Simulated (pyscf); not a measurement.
Four-centre exchange: H₃C–AlH–CH₃ (SMILES [CH3][AlH][CH3]) + HO–SiH₃ (SMILES O[SiH3]) → CH₄ (SMILES C) + H₃C–AlH–O–SiH₃ (SMILES [CH3][AlH][O][SiH3])

Gas phase, singlet surface, charge 0. Bonds broken: C1–Al2, O11–H13. Bonds formed: C1–H13, Al2–O11. Structures and frequencies: ωB97X-D3(BJ)/def2-SVP in PySCF.

Transition state (Å):

```xyz
16

C     -1.7104     1.7239    -0.2167
Al    -0.7442    -0.1108     0.2230
C     -1.1851    -1.4727    -1.1062
H     -2.5038     1.4851     0.5179
H     -1.4685     2.7785     0.0064
H     -2.1587     1.6892    -1.2223
H     -0.7281    -0.4072     1.7876
H     -0.5478    -2.3683    -1.0036
H     -1.0644    -1.0954    -2.1358
H     -2.2299    -1.8146    -1.0007
O      0.7692     0.9519    -0.2184
Si     2.3023     1.3775     0.3252
H     -0.2114     1.5736    -0.2707
H      3.0415     2.0526    -0.7752
H      2.1872     2.3032     1.4868
H      3.0032     0.1298     0.7297
```

One imaginary mode, 1244i cm⁻¹; descent along it reached the two sides named, in the forms told below.

```csv
bond,change,reactant side (Å),saddle,product side
C1–Al2,breaks,1.972,2.120,2.9
O11–H13,breaks,0.965,1.162,2.534
C1–H13,forms,3.5,1.508,1.102
Al2–O11,forms,1.992,1.901,1.712
```

Electronic energies relative to the separated reactants (kJ/mol):

```
level                   barrier  reaction energy  reverse barrier
----------------------  -------  ---------------  ---------------
ωB97X-D3(BJ)/def2-TZVP    -26.5           -176.4            150.0
PBE/def2-TZVP             -26.8           -166.4            139.6
r²SCAN/def2-TZVP          -35.4           -178.9            143.5
B3LYP-D3(BJ)/def2-TZVP    -23.5           -181.9            158.4
PBE0-D3(BJ)/def2-TZVP     -30.9           -169.9            139.1
M06-2X/def2-TZVP          -27.1           -180.7            153.6
ωB97M-D3(BJ)/def2-TZVP    -19.5           -175.3            155.8
HF/def2-TZVP               39.6           -193.4            232.9
```

With ωB97M-D3(BJ)/def2-TZVP energies and thermal terms (ideal gas, 1 atm, RRHO with modes under 100 cm⁻¹ raised to 100, one conformer, R ln 2 for chiral ones without a mode under 150 cm⁻¹), in kJ/mol:

```json
[
 {"T (K)": "298", "ΔH‡": "-24.1", "ΔG‡": "26.3", "ΔH": "-170.7", "ΔG": "-162.1"},
 {"T (K)": "600", "ΔH‡": "-23.1", "ΔG‡": "77.1", "ΔH": "-172.5", "ΔG": "-152.8"},
 {"T (K)": "900", "ΔH‡": "-20.7", "ΔG‡": "126.7", "ΔH": "-174.0", "ΔG": "-142.7"},
 {"T (K)": "1200", "ΔH‡": "-17.6", "ΔG‡": "175.4", "ΔH": "-174.8", "ΔG": "-132.1"}
]
```

On the reactant side the descent ends in an adduct with a Al–O contact, 90.1 kJ/mol under the separated species and 63.6 kJ/mol under the saddle at ωB97X-D3(BJ)/def2-TZVP. At ωB97X-D3(BJ)/def2-TZVP, PBE, r²SCAN, B3LYP-D3(BJ), PBE0-D3(BJ), M06-2X, ωB97M-D3(BJ) the saddle lies under the separated reactants, which points to a path from their complex (located at ωB97X-D3(BJ) alone). What is counted as formed (Al–O) is already present as a longer contact in the reactant adduct; forming that adduct is a step of its own. At the saddle there is also a short Al–H contact that neither side keeps. This is the saddle that the search found; another between the same sides may lie lower.
